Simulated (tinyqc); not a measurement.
RHF in the sto-6g basis, for BH3, spin multiplicity 1, step by step. One step of it, computed by the program tinyqc.

Problem. Iteration 2: diagonalisation and new density. Diagonalise F' = X^T F X, C = X C', fill 4 alpha and 4 beta electrons from the bottom; D = 2 C_occ C_occ^T. Each column has its largest component positive (the first on a tie).

Fock matrix F (hartree):
```
            1B 1s      1B 2s     1B 2px     1B 2py     1B 2pz      2H 1s      3H 1s      4H 1s
1B 1s   -7.523984  -2.118678  -0.000001   0.000000  -0.000239  -0.662193  -0.662413  -0.662413
1B 2s   -2.118678  -1.087765  -0.000018   0.000000   0.002024  -0.623928  -0.624068  -0.624068
1B 2px  -0.000001  -0.000018  -0.252686   0.000000   0.000000  -0.411425   0.205587   0.205587
1B 2py   0.000000   0.000000   0.000000  -0.252976   0.000000   0.000000  -0.356416   0.356416
1B 2pz  -0.000239   0.002024   0.000000   0.000000   0.228968   0.001809   0.001810   0.001810
2H 1s   -0.662193  -0.623928  -0.411425   0.000000   0.001809  -0.463728  -0.203292  -0.203292
3H 1s   -0.662413  -0.624068   0.205587  -0.356416   0.001810  -0.203292  -0.463888  -0.203166
4H 1s   -0.662413  -0.624068   0.205587   0.356416   0.001810  -0.203292  -0.203166  -0.463888
```

X:
```
            1B 1s      1B 2s     1B 2px     1B 2py     1B 2pz      2H 1s      3H 1s      4H 1s
1B 1s    1.031777  -0.178376  -0.000012   0.000000   0.000173   0.023988   0.023979   0.023979
1B 2s   -0.178376   1.549558   0.000089   0.000000  -0.002281  -0.405836  -0.405900  -0.405900
1B 2px  -0.000012   0.000089   1.256209   0.000000   0.000000  -0.415022   0.207378   0.207378
1B 2py   0.000000   0.000000   0.000000   1.256597   0.000000   0.000000  -0.359665   0.359665
1B 2pz   0.000173  -0.002281   0.000000   0.000000   1.000010   0.001780   0.001781   0.001781
2H 1s    0.023988  -0.405836  -0.415022   0.000000   0.001780   1.342620  -0.022564  -0.022564
3H 1s    0.023979  -0.405900   0.207378  -0.359665   0.001781  -0.022564   1.342769  -0.022704
4H 1s    0.023979  -0.405900   0.207378   0.359665   0.001781  -0.022564  -0.022704   1.342769
```

Give: F' = X^T F X; orbital energies; coefficients C; D after iteration 2.

Solution.

F' = X^T F X (hartree):
```
         1        2        3        4        5        6        7        8
1  -7.3483  -1.1084   0.0000   0.0000  -0.0002  -0.1208  -0.1209  -0.1209
2  -1.1084  -0.0431   0.0001   0.0000  -0.0011  -0.4478  -0.4479  -0.4479
3   0.0000   0.0001   0.1772   0.0000   0.0000  -0.5325   0.2661   0.2661
4   0.0000   0.0000   0.0000   0.1774   0.0000   0.0000  -0.4614   0.4614
5  -0.0002  -0.0011   0.0000   0.0000   0.2290   0.0021   0.0021   0.0021
6  -0.1208  -0.4478  -0.5325   0.0000   0.0021   0.0843  -0.0641  -0.0641
7  -0.1209  -0.4479   0.2661  -0.4614   0.0021  -0.0641   0.0843  -0.0642
8  -0.1209  -0.4479   0.2661   0.4614   0.0021  -0.0641  -0.0642   0.0843
```

orbital energies (hartree): MO1 -7.5267, MO2 -0.6941, MO3 -0.4897, MO4 -0.4895, MO5 0.2290, MO6 0.7855, MO7 0.8150, MO8 0.8157

coefficients C:
```
            MO1      MO2      MO3      MO4      MO5      MO6      MO7      MO8
1B 1s    0.9939  -0.2236   0.0000   0.0000  -0.0018  -0.2455  -0.0012   0.0000
1B 2s    0.0270   0.5211   0.0000   0.0000   0.0084   1.6293   0.0078   0.0000
1B 2px   0.0000   0.0000   0.0000   0.5151   0.0000  -0.0058   1.2534   0.0000
1B 2py   0.0000   0.0000   0.5151   0.0000   0.0000   0.0000   0.0000   1.2540
1B 2pz   0.0000  -0.0014   0.0000   0.0000   1.0000  -0.0096   0.0000   0.0000
2H 1s   -0.0051   0.2855   0.0000   0.5067  -0.0023  -0.7978  -1.0800   0.0000
3H 1s   -0.0051   0.2856   0.4387  -0.2533  -0.0023  -0.8057   0.5341  -0.9323
4H 1s   -0.0051   0.2856  -0.4387  -0.2533  -0.0023  -0.8057   0.5341   0.9323
```

D after iteration 2:
```
          1B 1s    1B 2s   1B 2px   1B 2py   1B 2pz    2H 1s    3H 1s    4H 1s
1B 1s    2.0757  -0.1793   0.0000   0.0000   0.0006  -0.1377  -0.1378  -0.1378
1B 2s   -0.1793   0.5446   0.0000   0.0000  -0.0015   0.2972   0.2974   0.2974
1B 2px   0.0000   0.0000   0.5307   0.0000   0.0000   0.5221  -0.2610  -0.2610
1B 2py   0.0000   0.0000   0.0000   0.5306   0.0000   0.0000   0.4520  -0.4520
1B 2pz   0.0006  -0.0015   0.0000   0.0000   0.0000  -0.0008  -0.0008  -0.0008
2H 1s   -0.1377   0.2972   0.5221   0.0000  -0.0008   0.6766  -0.0937  -0.0937
3H 1s   -0.1378   0.2974  -0.2610   0.4520  -0.0008  -0.0937   0.6765  -0.0935
4H 1s   -0.1378   0.2974  -0.2610  -0.4520  -0.0008  -0.0937  -0.0935   0.6765
```
